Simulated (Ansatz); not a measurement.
# NaPH₂ (triplet): wave-function methods side by side at scale of all distances = 1.277, 6-31G

One table from this session's results is given with a row withheld; the runs are named, their logs left out.

Program: Ansatz 0.2.0, Gaussian basis. Level of theory: 6-31G, core rule «outside noble gas», up to 10 orbitals frozen. These are calculated values, not measurements.

To be run: UHF; CCSD(T) on ROHF; CCSD(T) on UHF; BCCD(T) on ROHF; CISD; CCSDT(Q) on ROHF; CCSDT(Q) on UHF; CASSCF and MRCISD+Q, 4 electrons in 4 orbitals; CASSCF and NEVPT2, 4 electrons in 4 orbitals; Full CI.

40 further runs of the same task are left out: 19 for a known fault of the program, 14 that didn't finish, 7 set aside as unsound or not needed.

### The geometry

The geometry derives from a PBE0/def2-TZVP stationary point (not a proven minimum). All distances are scaled together.

4 atoms, charge 0, spin multiplicity 3.

Atoms are counted from 1 here; the program's logs count them from 0.

No contacts short enough for the rule that draws bonds.

The first run:

Contents of in.yaml:

```yaml
crystal:
  periodic: [false, false, false]
  atoms:
    - {symbol: P, position_ang: [0.000000, 0.055022, 1.897033]}
    - {symbol: Na, position_ang: [0.000000, -0.017874, -2.814494]}
    - {symbol: H, position_ang: [0.000000, 0.448724, 3.677300]}
    - {symbol: H, position_ang: [0.000000, -1.731871, 2.222165]}
basis:
  gaussian: {orbitals: 6-31G}
magnetization: {spin_polarized: true, initial_magnetization: 2}
hamiltonian: {xc: hf}
output: {orbitals: {seedname: orbitals}}
```

Launch:

```sh
$ ansatz run in.yaml --threads 1 --pin off --events-out ev --progress --plain --max-ram 2393MiB
```

Among the steps run: UHF; CCSD(T) on ROHF; CCSD(T) on UHF; BCCD(T) on ROHF; CISD; CCSDT(Q) on ROHF; CCSDT(Q) on UHF; CASSCF and MRCISD+Q, 4 electrons in 4 orbitals; CASSCF and NEVPT2, 4 electrons in 4 orbitals; Full CI.

One table of the session follows, with a row left open; its other results are not shown here.

```
     method  from FCI (kcal/mol)
       ROHF               +56.60
        UHF               +53.36
       RMP2               +18.55
       UMP2               +21.44
       CISD                +3.76
      RCCSD                +0.94
      UCCSD                +1.06
   RCCSD(T)                +0.25
   UCCSD(T)                +0.34
    BCCD(T)                    ?
     RCCSDT                +0.05
     UCCSDT                +0.04
  RCCSDT(Q)                +0.01
  UCCSDT(Q)                -0.02
CASSCF pair               +37.24
NEVPT2 pair               +11.67
        FCI                    0
```

Q: Estimate the row for BCCD(T) from the others.

**Answer.** from FCI (kcal/mol): +0.27. In the column «from FCI (kcal/mol)» it lies between RCCSD(T) (+0.25) and UCCSD(T) (+0.34).

Not comparable, so not listed: CASSCF and MRCISD+Q, 4 electrons in 4 orbitals (they don't share determinant, frozen orbitals or solution with the rows shown, or repeat one).

To keep in mind: Levels on UHF freeze UHF's core orbitals, full CI those of ROHF, so the U rows can settle a little off it for that reason alone. Restricted and unrestricted rows rest on different reference determinants; where their highest levels disagree by more than a few hundredths of an eV, they describe different states and don't form one ladder. Warnings in the runs' records: passed over end.
